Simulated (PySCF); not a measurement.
# Electric field gradients and quadrupole coupling constants

Species: F₃NS.
Cartesian coordinates in Å at the PBE0-D3(BJ)/def2-TZVP level; atoms count from 1:
```
atom  x, y, z in Å
N1    -1.5359   -0.3478   -0.3031
S2    -1.3641    0.3972   -1.4862
F3    -0.2048    0.1241   -2.4858
F4    -2.4464    0.4601   -2.6011
F5    -1.1337    1.9355   -1.4818
```

Field gradients from the PBE0/pcSseg-2 density (PySCF, non-relativistic), principal values in atomic units, ordered |Vxx| ≤ |Vyy| ≤ |Vzz|:

| atom | Vxx | Vyy | Vzz |
| --- | --- | --- | --- |
| N1 | -0.1431 | -0.1440 | 0.2871 |
| S2 | 0.2939 | 0.2945 | -0.5884 |

Problem. Find the asymmetry η = (Vxx − Vyy)/Vzz and the couplings χ = eQV/h (234.96 MHz × Q in barn × V in au), with Q(14N) = 0.02044 b, Q(33S) = −0.0678 b.

Solution. 
```
atom                 environment  nucleus     η  χzz (MHz)  χxx (MHz)  χyy (MHz)
  N1        nitrogen bonded to S      14N  0.00      1.379     -0.687     -0.691
  S2  sulfur bonded to 3 F and N      33S  0.00       9.37      -4.68      -4.69
```

The gradient is axial or nearly so (η below 0.05) at N1 and S2. 

Problem. What is Vzz at N1 in SI units (1 au = 9.71736 × 10²¹ V/m²)?

Solution. 0.2871 au = 2.789 × 10²¹ V/m².

Problem. And the gradient at the other heavy atoms, for which no coupling is worked out here?

Solution. 
| atom | environment | Vzz (au) | η |
| --- | --- | --- | --- |
| F3 | sulfur-bound fluorine | 2.634 | 0.07 |
| F4 | sulfur-bound fluorine | 2.635 | 0.07 |
| F5 | sulfur-bound fluorine | 2.635 | 0.07 |

Geometry: PBE0-D3(BJ)/def2-TZVP; no solvent, vibrations or thermal averaging.
